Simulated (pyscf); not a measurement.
Optimised with ωB97X-D3(BJ)/def2-SVP in PySCF.

Question: Estimate the classical barrier height and the reaction energy of `[PH2][GeH]` [singlet] + `[H][H]` -> `[PH2][GeH3]` at ωB97M-D3(BJ)/def2-TZVP. The step runs on the singlet surface, breaks H–H and forms Ge–H, Ge–H; take the separated reactants as zero.

Answer: ΔE‡ = 76.5 kJ/mol, ΔE = -146.0 kJ/mol. Zero-point energy shifts the barrier by +9.6 kJ/mol. It is an insertion, with an imaginary mode of 1303i cm⁻¹. This is the saddle that the search found; another between the same sides may lie lower. Elements up to Kr have no core potential and no relativistic terms here.
